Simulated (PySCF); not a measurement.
Gas-phase reaction: SiHCl + 2 SiHCl2 ⇌ H3SiSiCl3 + SiCl2

Method: PySCF energies (xtb for GFN2) plus ideal-gas RRHO corrections (1 bar). † marks an energy on the PBE0/def2-TZVP geometry and frequencies; other levels use their own. MP2 freezes the core. 6-31G* has spherical d functions here. Open shells (unrestricted): SiHCl2 (multiplicity 2); the rest are closed-shell singlets. GFN2 has no spin-polarisation term. B3LYP is the form with VWN-RPA correlation. SiHCl, SiHCl2, H3SiSiCl3: computed as isolated molecules; such fragments, hydroxides, amides, oligomers or adducts are transient or little studied in the gas. MP2 isn't extrapolated to the basis-set limit; its ΔH°(298 K) is -369.4 kJ in def2-SVP and -379.9 kJ in def2-TZVPP. The harmonic model lacks anharmonicity and excited electronic states, which grow with temperature; levels with a mode under 35 cm⁻¹ are left out. Internal rotation in H3SiSiCl3 is treated as a harmonic vibration of one conformer, which makes the entropy rough.

ΔH° and ΔS° at 298 K: B3LYP/6-31G* -346 kJ, -189 J/K; GFN2-xTB -312 kJ, -173 J/K; HF/6-31G* -276 kJ, -192 J/K; MP2/def2-TZVPP† -380 kJ, -186 J/K; PBE/def2-TZVP† -353 kJ, -186 J/K.

Q: With the heat capacities included, give log10 K (1 bar) at 500, 600, 1400, 1600, 1800 K from B3LYP/6-31G*, GFN2-xTB, HF/6-31G*, MP2/def2-TZVPP†, PBE/def2-TZVP†.

A: 
```
T (K)  B3LYP/6-31G*  GFN2-xTB  HF/6-31G*  MP2/def2-TZVPP†  PBE/def2-TZVP†
-----  ------------  --------  ---------  ---------------  --------------
500            26.4      23.6       18.9             30.0            27.2
600            20.4      18.3       14.1             23.5            21.1
1400            3.6       3.2        0.8              5.0             4.0
1600            2.0       1.8       -0.4              3.3             2.4
1800            0.9       0.7       -1.3              2.0             1.2
```
